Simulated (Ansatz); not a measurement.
# H₄OSSi: single points off equilibrium

The atoms stand at a structure displaced at random from a GFN2-xTB minimum. How far do the functionals agree with CCSD(T) there?

Method: single points in def2-TZVPP; program: Ansatz 0.2.0, Gaussian basis.

Correlated methods freeze the cores.

### 1 Starting geometry

SMILES `OS[SiH3]`, 7 atoms, charge 0, spin multiplicity 1.

Atoms are counted from 1 here; the program's logs count them from 0.

Bond lengths: O1–S2 1.610 Å, O1–H4 0.870 Å, S2–Si3 2.140 Å, Si3–H5 1.505 Å, Si3–H6 1.508 Å, Si3–H7 1.527 Å. Angles: S2–O1–H4 116.3°, O1–S2–Si3 96.3°, S2–Si3–H5 98.6°, S2–Si3–H6 103.9°, S2–Si3–H7 97.1°, H5–Si3–H6 106.5°, H5–Si3–H7 120.8°, H6–Si3–H7 124.1°.

Coordinates:

```xyz
7

O    -1.53560   -0.76870   -0.19860
S    -0.11410   -1.14190    0.45990
Si    0.89070    0.65820   -0.11350
H    -2.19570   -1.30590   -0.01900
H     0.65670    0.58420   -1.59800
H    -0.00410    1.75510    0.40680
H     2.25390    0.31140    0.48030
```

### 2 CCSD(T)/def2-TZVPP

The input, run/in.yaml:

```yaml
crystal:
  periodic: [false, false, false]
  atoms:
    - {symbol: O, position_ang: [-1.535600, -0.768700, -0.198600]}
    - {symbol: S, position_ang: [-0.114100, -1.141900, 0.459900]}
    - {symbol: Si, position_ang: [0.890700, 0.658200, -0.113500]}
    - {symbol: H, position_ang: [-2.195700, -1.305900, -0.019000]}
    - {symbol: H, position_ang: [0.656700, 0.584200, -1.598000]}
    - {symbol: H, position_ang: [-0.004100, 1.755100, 0.406800]}
    - {symbol: H, position_ang: [2.253900, 0.311400, 0.480300]}
basis:
  gaussian: {orbitals: def2-TZVPP}
correlation: {method: ccsd_t}
output: {forces: true}
```

The command line of these runs was not kept.

### 3 PBE0-D4/def2-TZVPP

run/in.yaml, as its differences from that of step 2:

```diff
@@ -12,3 +12,3 @@
   gaussian: {orbitals: def2-TZVPP}
-correlation: {method: ccsd_t}
-output: {forces: true}
+hamiltonian: {xc: pbe0, dispersion: d4}
+output: {forces: true, orbitals: {seedname: orbitals}}
```

### 4 wB97M-V/def2-TZVPP

run/in.yaml, as its differences from that of step 3:

```diff
@@ -12,3 +12,3 @@
   gaussian: {orbitals: def2-TZVPP}
-hamiltonian: {xc: pbe0, dispersion: d4}
-output: {forces: true, orbitals: {seedname: orbitals}}
+hamiltonian: {xc: {name: wB97M-V}}
+output: {forces: true}
```

### 5 r2SCAN-D4/def2-TZVPP

run/in.yaml, as its differences from that of step 4:

```diff
@@ -12,3 +12,3 @@
   gaussian: {orbitals: def2-TZVPP}
-hamiltonian: {xc: {name: wB97M-V}}
+hamiltonian: {xc: r2scan, dispersion: d4}
 output: {forces: true}
```

### 6 PBE-D4/def2-TZVPP

run/in.yaml, as its differences from that of step 5:

```diff
@@ -12,3 +12,3 @@
   gaussian: {orbitals: def2-TZVPP}
-hamiltonian: {xc: r2scan, dispersion: d4}
+hamiltonian: {xc: pbe, dispersion: d4}
 output: {forces: true}
```

### 7 HSE06-D4/def2-TZVPP

run/in.yaml, as its differences from that of step 6:

```diff
@@ -12,3 +12,3 @@
   gaussian: {orbitals: def2-TZVPP}
-hamiltonian: {xc: pbe, dispersion: d4}
+hamiltonian: {xc: hse06, dispersion: d4}
 output: {forces: true}
```

### 8 BHLYP-D4/def2-TZVPP

run/in.yaml, as its differences from that of step 7:

```diff
@@ -12,3 +12,3 @@
   gaussian: {orbitals: def2-TZVPP}
-hamiltonian: {xc: hse06, dispersion: d4}
+hamiltonian: {xc: {name: BHLYP}, dispersion: d4}
 output: {forces: true}
```

(Steps that only read results are left out.)

What does the calculation give? Wanted: energy less free atoms, CCSD(T)/def2-TZVPP; RMS force component; RMS force error; HOMO and LUMO, PBE0-D4; T1 diagnostic.

**Answer**, as computed:

| quantity | value |
| --- | --- |
| energy less free atoms, CCSD(T)/def2-TZVPP | -19.713 eV |
| RMS force component | 1.916 to 2.219 eV/Å over the methods |
| RMS force error | PBE0-D4 0.159, wB97M-V 0.104, r2SCAN-D4 0.075, PBE-D4 0.186, HSE06-D4 0.158, BHLYP-D4 0.269 eV/Å |
| HOMO and LUMO, PBE0-D4 | -6.10 and -0.46 eV |
| T1 diagnostic | 0.012 |

Against CCSD(T) the functionals' energies less atoms differ by -0.873 to +0.006 eV, PBE-D4 by -0.868 eV. CCSD(T) in triple zeta still lacks some correlation energy of the bonds, so part of these gaps is its own basis error and they don't rank the functionals. For forces r2SCAN-D4 does best and BHLYP-D4 worst. Frozen-core CCSD(T) forces in triple zeta carry basis errors of their own, and this is one geometry, so small gaps rank nothing.
